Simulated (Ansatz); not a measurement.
# BNH+ (quintet): from Hartree-Fock to the top rungs, def2-TZVPP

One table from this session's results is given with a row withheld; the runs are named, their logs left out.

Computed with Ansatz 0.2.0, Gaussian basis. Level: def2-TZVPP, core rule «outside noble gas», up to 2 orbitals frozen.

Plan: UHF; ROHF; CCSD(T) on UHF.

### What is computed

The geometry is a PBE0/def2-TZVP stationary point (not a proven minimum) of the parent state, kept for this charge and spin.

3 atoms, charge 1, spin multiplicity 5.

Atoms are counted from 1 here; the program's logs count them from 0.

Bond lengths: B1–N2 1.503 Å, B1–H3 1.206 Å. Angles: N2–B1–H3 117.0°.

Set-up of the first run:

File in.yaml:

```yaml
crystal:
  periodic: [false, false, false]
  atoms:
    - {symbol: B, position_ang: [0.000000, -0.185227, 0.772970]}
    - {symbol: N, position_ang: [0.000000, 0.087426, -0.705019]}
    - {symbol: H, position_ang: [0.000000, 0.771807, 1.506451]}
basis:
  gaussian: {orbitals: def2-TZVPP}
total_charge: 1
magnetization: {spin_polarized: true, initial_magnetization: 4}
hamiltonian: {xc: hf}
output: {orbitals: {seedname: orbitals}}
```

Launch:

```sh
ansatz run in.yaml --threads 1 --pin off --events-out ev --progress --plain --max-ram 4096MiB --backend cpu
```

Steps of the session up to this table: UHF; ROHF; CCSD(T) on UHF.

One of the session's tables, all rows but one given; the rest of the session is left out.

```
  method  from UCCSD(T) (kcal/mol)
    ROHF                         ?
     UHF                   +110.56
    UMP2                    +21.50
   UCCSD                     +3.09
UCCSD(T)                         0
```

Estimate the missing values for ROHF.

**Answer.** from UCCSD(T) (kcal/mol): +112.75. In the column «from UCCSD(T) (kcal/mol)» it is the highest.
